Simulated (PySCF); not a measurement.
Molecule: `COC(=O)OC`, C3H6O3.

Bonds (- single, = double, # triple, : aromatic): C1-O2, O2-C3, C3=O4, C3-O5, O5-C6. C1 carries H7, H8, H9; C6 carries H10, H11, H12.

Frames of a GFN2-xTB Langevin trajectory at 300 K; GIAO PBE0/pcSseg-1 shieldings in PySCF, gas phase, non-relativistic; equivalent atoms averaged within each frame.

Shifts are taken against calculated references (same method and geometry level): 13C (186.93 ppm) and 1H (31.72 ppm) vs TMS; H2O for 17O (336.08 ppm). The references are static minima.

How do the shifts (ppm) fluctuate along the trajectory?

Results:


```
         time (fs)     C3  C1/C6     O4  O2/O5  H7/H8/H9/H10/H11/H12
optimised geometry  164.7   56.5  311.4  143.6                  3.89
               250  168.4   59.3  306.0  154.0                  4.42
               425  169.8   59.1  333.4  150.8                  3.94
               625  169.2   66.2  311.1  160.5                  4.66
               800  163.7   55.2  290.0  148.6                  3.86
              1000  165.6   56.3  310.0  141.7                  4.03
    mean of frames  167.3   59.2  310.1  151.1                  4.18
standard deviation    2.6    4.3   15.5    6.9                  0.34
```

5 frames give an uncertainty of the mean of about the standard deviation over 2.2 at best, since frames this close in time may not be independent; classical motion lacks zero-point vibration, and the reference would need the same averaging.
